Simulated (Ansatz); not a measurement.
Ideal-gas functions of CCl2F, SMILES `F[C](Cl)Cl` radical at 298.15 K and 1 bar, from an Ansatz frequency run at PBE0-D4/def2-TZVP.

Molar mass 101.92 g/mol, point group Cs (symmetry number 1), electronic degeneracy 2, moments of inertia 67.565, 152.846, 217.77 u Å². Harmonic wavenumbers (cm⁻¹, unscaled): 285, 387, 462, 611, 941, 1200.

Use S(trans) = R[1.5 ln M + 2.5 ln T − 1.1517]; rotational temperatures θ = 24.2544 K / I; S(rot) = R[ln(√π/σ · √(T³/θAθBθC)) + 1.5]; for each mode x = 1.438777 ν̃/T, S = R[x/(eˣ − 1) − ln(1 − e⁻ˣ)] and H = RT x/(eˣ − 1); 1 cm⁻¹ = 0.0119627 kJ/mol; R = 8.31446 J/(mol·K).

**Question.** By hand: the entropy, in J/(mol·K).

**Answer.** Translation 166.5. Rotation: θ = 0.359, 0.1587, 0.1114 K, giving 109.3. Vibration, mode by mode: 6.29, 4.23, 3.18, 1.80, 0.50, 0.17, in all 16.2. Electronic 5.8. Sum 297.8 J/(mol·K).

**Question.** By hand: H − E and G − E in kJ/mol, counted from the electronic energy.

**Answer.** Zero-point energy ½ × 3886 × 0.0119627 = 23.2; thermal vibration 3.2; translation, rotation and pV give 4 RT = 9.9. H − E = 36.3 kJ/mol, and G − E = 36.3 − 298.15 × 297.8/1000 = -52.5 kJ/mol.

Vibration gives 5 % of the entropy.
